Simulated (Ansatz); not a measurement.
# BPH+ (triplet): wave-function methods side by side, def2-TZVPP

An exercise on one series of results from a longer session: the logs are not shown, and one member is left open.

Program: Ansatz 0.2.0, Gaussian basis. Level of theory: def2-TZVPP, core rule «outside noble gas», up to 6 orbitals frozen. These are calculated values, not measurements.

To be run: UHF; ROHF; CCSD(T) on UHF.

2 further runs of the same task are left out: 2 set aside as unsound or not needed.

## The system

The geometry is a PBE0/def2-TZVP stationary point (not a proven minimum) of the parent state, kept for this charge and spin.

3 atoms, charge 1, spin multiplicity 3.

Atoms are counted from 1 here; the program's logs count them from 0.

Bond lengths: B1–P2 1.702 Å, P2–H3 1.528 Å. Angles: B1–P2–H3 53.1°.

Set-up of the first run:

in.yaml

```yaml
crystal:
  periodic: [false, false, false]
  atoms:
    - {symbol: B, position_ang: [0.000000, -0.102293, 1.246822]}
    - {symbol: P, position_ang: [0.000000, -0.002182, -0.452581]}
    - {symbol: H, position_ang: [0.000000, 1.164234, 0.534513]}
basis:
  gaussian: {orbitals: def2-TZVPP}
total_charge: 1
magnetization: {spin_polarized: true, initial_magnetization: 2}
hamiltonian: {xc: hf}
output: {orbitals: {seedname: orbitals}}
```

Command:

```bash
> ansatz run in.yaml --threads 1 --pin off --events-out ev --progress --plain --max-ram 4096MiB --backend cpu
```

Among the steps run: UHF; ROHF; CCSD(T) on UHF.

One of the session's tables, all rows but one given; the rest of the session is left out.

```
  method  from UCCSD(T) (meV)
    ROHF                    ?
     UHF              +5690.5
    UMP2              +1062.7
   UCCSD               +282.9
UCCSD(T)                    0
```

Q: Estimate the row for ROHF from the others.

**Answer.** from UCCSD(T) (meV): +5808.6. In the column «from UCCSD(T) (meV)» it is the highest.
